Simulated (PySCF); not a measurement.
## 1,3-Dioxane: full NMR table

```yaml
Formula: C4H8O2
SMILES: C1COCOC1
InChI: InChI=1S/C4H8O2/c1-2-5-4-6-3-1/h1-4H2
Point_group_of_the_computed_structure: Cs
Degrees_of_unsaturation: 1
Carbon_signals: 3
Proton_signals: 3
```

Numbering as in the mapped SMILES `[CH2:1]1[CH2:2][O:3][CH2:4][O:5][CH2:6]1`. Each H is labelled by its parent atom.

PySCF calculation with σ from GIAO-PBE0/pcSseg-2 and geometry from PBE0-D3(BJ)/def2-TZVP; a single conformation, no solvent model, no relativistic terms, one averaged value for each set of equivalent atoms.

Referencing at the same level of theory: $^{1}$H (σ = 31.52 ppm), $^{13}$C (σ = 186.03 ppm) vs TMS; $^{17}$O (σ = 329.54 ppm) against H2O.

```tsv
carbon	δC, type	δH (multiplicity)	HMBC from (2–3 bonds)	span of the C tensor (ppm)
C1	30.3, CH2	1.56 (m)	H(C2)/H(C6)	22
C2/C6	71.6, CH2	3.84 (m)	H(C4), H(C2)/H(C6), H(C1)	63
C4	100.6, CH2	4.84 (s)	H(C2)/H(C6)	44
```

Other nuclei:
| atoms | nucleus | environment | δ (ppm) | σ (ppm) |
| --- | --- | --- | --- | --- |
| O3/O5 | $^{17}$O | ether oxygen | 76.7 | 252.8 |

Carbon types of the structure: 4 × CH2, which accounts for all hydrogens. δC 100.6: sp3 carbon bearing two oxygens; 2 electronegative neighbours deshield it. δC 71.6: sp3 CH2 bonded to O; pulled downfield by the heteroatom. δC 30.3: sp3 CH2 in a ring; aliphatic region, no heteroatom directly attached. δH 4.84: hydrogen on an sp3 carbon bearing two oxygens; its carbon carries O, hence the downfield position. δH 3.84: hydrogen on an sp3 CH2 bonded to O; its carbon carries O, which withdraws density.

Shifts are as computed. Against solution values, carbons near 30 ppm lie about +3 ppm off and those near 130 ppm about +9 ppm. Of 1211 compounds with measured shifts, 218 miss one by over three times the rms of a fit or turn the order of signals round; such compounds aren't used in these exercises. Experimental scales use liquid or dissolved standards, which lie at an offset from isolated H2O (liquid H2O: subtract about 36 ppm). Multiplicities follow the n + 1 count of equivalent neighbours, as no J values were calculated; m marks all less simple cases, F and P coupling included.
